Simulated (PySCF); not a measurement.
Isomers of C3H7OP. Level of theory: TDDFT CAM-B3LYP/def2-SVPD, vertical, gas phase, core orbitals frozen in the response (PySCF 2.14.0, density-fitted response routines). Geometries: GFN2-xTB; one conformer of each isolated species. Triplets are in the Tamm–Dancoff approximation.

Question: Rank by computed S1–T1 gap, lowest first.
A. `C=PCOC`
B. `[H]/P=C(\C)OC`
C. `C[C@@H]1C[P@@H]1=O`
D. `O=[PH]1CCC1`

Answer: D (0.31 eV), C (0.49 eV), A (1.32 eV), B (2.34 eV).

```json
{"SMILES": "O=[PH]1CCC1", "S1−T1 (eV)": "0.31", "S1 (eV)": "7.24", "T1 (eV)": "6.94", "S1 mainly": "H→L+1 (66%)", "T1 mainly": "H→L+1 (43%)", "f(S1)": "0.007"}
{"SMILES": "C[C@@H]1C[P@@H]1=O", "S1−T1 (eV)": "0.49", "S1 (eV)": "6.22", "T1 (eV)": "5.73", "S1 mainly": "H→L (42%)", "T1 mainly": "H→L+2 (38%)", "f(S1)": "0.006"}
{"SMILES": "C=PCOC", "S1−T1 (eV)": "1.32", "S1 (eV)": "4.13", "T1 (eV)": "2.82", "S1 mainly": "H→L (96%)", "T1 mainly": "H-1→L (95%)", "f(S1)": "0.005"}
{"SMILES": "[H]/P=C(\\C)OC", "S1−T1 (eV)": "2.34", "S1 (eV)": "5.18", "T1 (eV)": "2.84", "S1 mainly": "H→L (94%)", "T1 mainly": "H→L (97%)", "f(S1)": "0.214"}
```

H and L stand for HOMO and LUMO. For `C[C@@H]1C[P@@H]1=O` and `C=PCOC` the leading configurations of S1 and T1 differ. Singlets come from full response and triplets from the Tamm–Dancoff approximation.
